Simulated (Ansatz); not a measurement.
# P₂H₄ (triplet): the correlation ladder, cc-pVDZ

Aim: climb from Hartree-Fock through coupled cluster and multireference methods for P₂H₄ (triplet) at one geometry and basis, and see what each rung misses.

Computed with Ansatz 0.2.0, Gaussian basis. Level: cc-pVDZ, core rule «outside noble gas», up to 10 orbitals frozen.

The runs, in order: UHF; CCSD(T) on ROHF; CCSD(T) on UHF; BCCD(T) on ROHF; CISD; CCSDT(Q) on ROHF; CCSDT(Q) on UHF; CASSCF and MRCISD+Q, 10 electrons in 10 orbitals; CASSCF and NEVPT2, 10 electrons in 10 orbitals.

19 further runs of the same task are left out: 3 for a known fault of the program, 8 that didn't finish, 8 set aside as unsound or not needed.

### Step 1. The geometry

The geometry is a PBE0/def2-TZVP stationary point (not a proven minimum) of the parent state, kept for this charge and spin.

6 atoms, charge 0, spin multiplicity 3.

Atoms are counted from 1 here; the program's logs count them from 0.

Bond lengths: P1–P2 2.228 Å, P1–H3 1.422 Å, P1–H4 1.422 Å, P2–H5 1.422 Å, P2–H6 1.422 Å. Angles: P2–P1–H3 93.6°, P2–P1–H4 93.6°, H3–P1–H4 92.0°, P1–P2–H5 93.6°, P1–P2–H6 93.6°, H5–P2–H6 92.0°.

### Step 2. UHF

The input, in.yaml:

```yaml
crystal:
  periodic: [false, false, false]
  atoms:
    - {symbol: P, position_ang: [-0.131922, 0.000000, 1.106074]}
    - {symbol: P, position_ang: [0.131922, 0.000000, -1.106074]}
    - {symbol: H, position_ang: [0.834303, -1.022760, 1.311716]}
    - {symbol: H, position_ang: [0.834305, 1.022759, 1.311716]}
    - {symbol: H, position_ang: [-0.834305, -1.022759, -1.311716]}
    - {symbol: H, position_ang: [-0.834303, 1.022760, -1.311716]}
basis:
  gaussian: {orbitals: cc-pVDZ}
magnetization: {spin_polarized: true, initial_magnetization: 2}
hamiltonian: {xc: hf}
output: {orbitals: {seedname: orbitals}}
```

The run is started by

```
> ansatz run in.yaml --threads 1 --pin off --events-out ev --progress --plain --max-ram 2393MiB
```

After this run come: CCSD(T) on ROHF; CCSD(T) on UHF; BCCD(T) on ROHF; CISD; CCSDT(Q) on ROHF; CCSDT(Q) on UHF; CASSCF and MRCISD+Q, 10 electrons in 10 orbitals; CASSCF and NEVPT2, 10 electrons in 10 orbitals.

Before running them: what should the planned runs give, taken together? Wanted: UCCSDT(Q) below the RHF energy; RMP2 from UCCSDT(Q); UMP2 from UCCSDT(Q); RCCSD from UCCSDT(Q); RCCSD(T) from UCCSDT(Q); UCCSD(T) from UCCSDT(Q); RCCSDT(Q) from UCCSDT(Q); NEVPT2 valence from UCCSDT(Q); MRCISD+Q valence from UCCSDT(Q).

**Answer**, as computed:

```
                         quantity                      value
   UCCSDT(Q) below the RHF energy                 -8.2344 eV
              RMP2 from UCCSDT(Q)                +1541.5 meV
              UMP2 from UCCSDT(Q)                +1533.1 meV
             RCCSD from UCCSDT(Q)                 +307.0 meV
          RCCSD(T) from UCCSDT(Q)                  +57.2 meV
          UCCSD(T) from UCCSDT(Q)                  +57.2 meV
         RCCSDT(Q) from UCCSDT(Q)                   +0.8 meV
    NEVPT2 valence from UCCSDT(Q)                +1687.1 meV
  MRCISD+Q valence from UCCSDT(Q)                 +115.3 meV
levels within 1 kcal/mol (43 meV)  RCCSDT, UCCSDT, RCCSDT(Q)
                    T1 diagnostic                      0.025
   effectively unpaired electrons                       2.02
```

RCCSD(T) misses by +57.2 meV, 0.7 % of the correlation energy. One determinant dominates. Of the multireference levels listed MRCISD+Q valence comes nearest in total energy (+115.3 meV), which doesn't show that its space is the better one. These misses are within one basis, not against nature; the frozen cores of restricted and unrestricted runs differ, which can shift their rows.
